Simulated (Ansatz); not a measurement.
Geometry optimisation, Ansatz, RKS B3LYP-D4/def2-mTZVP.

Input file:

```yaml
crystal:
  periodic: [false, false, false]
  atoms:
    - { symbol: C, position_ang: [-0.339, 0.8604, -0.7334] }
    - { symbol: "N", position_ang: [0.7833, 0.232, -0.1967] }
    - { symbol: Al, position_ang: [0.2352, -1.034, 1.1376] }
    - { symbol: H, position_ang: [-1.0102, 0.1827, -1.2121] }
    - { symbol: H, position_ang: [-0.0638, 1.6179, -1.5449] }
    - { symbol: H, position_ang: [-0.9136, 1.4922, 0.0487] }
    - { symbol: H, position_ang: [-0.91351, -1.01196, 0.11213] }
    - { symbol: H, position_ang: [0.625, -2.57, 0.9428] }
    - { symbol: H, position_ang: [-0.491, -0.5215, 2.5053] }
basis:
  gaussian: { orbitals: def2-mTZVP }
hamiltonian:
  xc: b3lyp
  dispersion: d4
relax:
  f_tol: 0.02
  max_steps: 50
```

Launched with:

```bash
$ ansatz run input.yaml --threads 2 --pin off --max-ram 3072MiB --backend cpu --events-out ev --progress --plain --runs-dir out
```

Q: Where does it end, and by what steps?

A: The forces met the threshold. The force dipped under the threshold on the way, but the program's further checks kept it going. After 19 steps the energy has fallen by 5.953 eV; H7 moved furthest, 1.55 Å. Parted: Al3–H7. Joined: N2–H7.

```json
{"step": "0", "energy less start (eV)": "0.0000", "largest force component (eV/Å)": "4.763", "accepted": "yes"}
{"step": "1", "energy less start (eV)": "-1.0517", "largest force component (eV/Å)": "2.098", "accepted": "yes"}
{"step": "2", "energy less start (eV)": "-1.7476", "largest force component (eV/Å)": "2.454", "accepted": "yes"}
{"step": "3", "energy less start (eV)": "-2.5848", "largest force component (eV/Å)": "2.456", "accepted": "yes"}
{"step": "4", "energy less start (eV)": "-3.7908", "largest force component (eV/Å)": "2.302", "accepted": "yes"}
{"step": "5", "energy less start (eV)": "-4.1560", "largest force component (eV/Å)": "5.486", "accepted": "yes"}
{"step": "6", "energy less start (eV)": "-4.8656", "largest force component (eV/Å)": "1.462", "accepted": "yes"}
{"step": "7", "energy less start (eV)": "-5.1537", "largest force component (eV/Å)": "1.721", "accepted": "yes"}
{"step": "8", "energy less start (eV)": "-5.4086", "largest force component (eV/Å)": "1.654", "accepted": "yes"}
{"step": "9", "energy less start (eV)": "-5.6220", "largest force component (eV/Å)": "0.818", "accepted": "yes"}
{"step": "10", "energy less start (eV)": "-5.7985", "largest force component (eV/Å)": "0.522", "accepted": "yes"}
{"step": "11", "energy less start (eV)": "-5.8920", "largest force component (eV/Å)": "0.385", "accepted": "yes"}
{"step": "12", "energy less start (eV)": "-5.9396", "largest force component (eV/Å)": "0.203", "accepted": "yes"}
{"step": "13", "energy less start (eV)": "-5.9505", "largest force component (eV/Å)": "0.222", "accepted": "yes"}
{"step": "14", "energy less start (eV)": "-5.9436", "largest force component (eV/Å)": "0.483", "accepted": "no"}
{"step": "15", "energy less start (eV)": "-5.9532", "largest force component (eV/Å)": "0.016", "accepted": "yes"}
{"step": "16", "energy less start (eV)": "-5.9535", "largest force component (eV/Å)": "0.025", "accepted": "yes"}
{"step": "17", "energy less start (eV)": "-5.9534", "largest force component (eV/Å)": "0.026", "accepted": "no"}
{"step": "18", "energy less start (eV)": "-5.9535", "largest force component (eV/Å)": "0.020", "accepted": "yes"}
{"step": "19", "energy less start (eV)": "-5.9535", "largest force component (eV/Å)": "0.001", "accepted": "yes"}
```

```xyz
9
Properties=species:S:1:pos:R:3
C -0.577 0.876 -0.668
N -0.115 -0.452 -0.279
Al 0.146 -1.109 1.350
H -1.512 0.838 -1.237
H 0.162 1.410 -1.275
H -0.763 1.479 0.222
H 0.067 -1.036 -1.087
H 0.658 -2.601 1.457
H -0.153 -0.157 2.576
```

Time of the run: 21 s on 2 threads of Intel(R) Xeon(R) Platinum 8488C (Sapphire Rapids), with other jobs on the host, peak memory 0.16 GiB.
